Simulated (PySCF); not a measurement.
# H2C–GaH2, doublet: vertical spin and charge gaps

Geometry (PBE0/def2-TZVP stationary point for this spin, not checked as a minimum):

```xyz
6

C     0.0000    0.0000    1.6241
Ga    0.0000    0.0000   -0.3128
H     0.0000    0.9088    2.2212
H     0.0000   -0.9088    2.2212
H     0.0000    1.3677   -1.0800
H     0.0000   -1.3677   -1.0800
```

Basis cc-pVDZ; PySCF 2.14.0. Only valence electrons are correlated (noble-gas cores and the filled d shells of p-block atoms frozen). Prefix R: restricted or restricted open-shell reference. No spin–orbit coupling is included, and no scalar relativity.

Gaps are energies of the second state less the first, at fixed atoms, for a selection of the levels run; mean-field and cluster levels share one orbital occupation for each state, and full CI takes the lowest of the symmetries tried.

Removing an electron, to the singlet: 9.384 eV at RCCSDT.

```csv
level,gap (eV),error (meV)
RHF,8.676,-708
RMP2,9.437,53
RCCSD,9.349,-35
RCCSD(T),9.383,-1
PBE,9.793,409
r2SCAN,9.918,534
PBE0,9.744,360
B3LYP,9.664,280
wB97M-V,9.452,68
B2PLYP,9.512,128
```

In so small a basis the reference is far from its limit while semilocal and hybrid functionals are nearer theirs (RPA and double hybrids share part of the reference's basis error), so the functionals' errors here hold much of the reference's basis and frozen-core error, which can add to them or hide them.

Full CI isn't at hand for all of this; RCCSDT serves as the reference. It lacks quadruple excitations, which often exceed the step from CCSD(T) to CCSDT.
